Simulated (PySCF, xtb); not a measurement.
Na2, SMILES [Na][Na].

xtb 6.7.1 with GFN2-xTB at its own geometry gives an orbital gap of 2.41 eV and a dipole moment of 0.00 D.

Coordinates come from a PBE-D3(BJ)/def2-TZVPD optimisation.

**Question.** What does r2SCAN/def2-TZVPD run with PySCF give? (An estimate is asked for; the answer gives what the named calculation found.)

**Answer.** gap 1.50 eV (levels -3.11 and -1.61 eV), dipole 0.00 D.
